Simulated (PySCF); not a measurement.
Level of theory: B3LYP-D3(BJ)/def2-TZVP // PBE0-D4/def2-TZVP run with PySCF. Gas-phase values, no solvent. B3LYP has the VWN-RPA correlation part, as in Gaussian. 

Reference species (SMILES): `N#N` (neutral, multiplicity 1).

```json
{
 "hole reorganisation energy (four-point)": "0.024 eV",
 "adiabatic ionisation energy (no zero-point term)": "15.82 eV",
 "HOMO–LUMO gap": "11.13 eV"
}
```

Changed species: `[O+]#[Si-]`.

Q: Give the shifts of the hole reorganisation energy (four-point), adiabatic ionisation energy (no zero-point term) and HOMO–LUMO gap.

A: the hole reorganisation energy (four-point) falls by 0.020 eV, to 0.004 eV; the adiabatic ionisation energy (no zero-point term) decreases by 4.37 eV, to 11.45 eV; the HOMO–LUMO gap falls by 4.72 eV, to 6.41 eV.
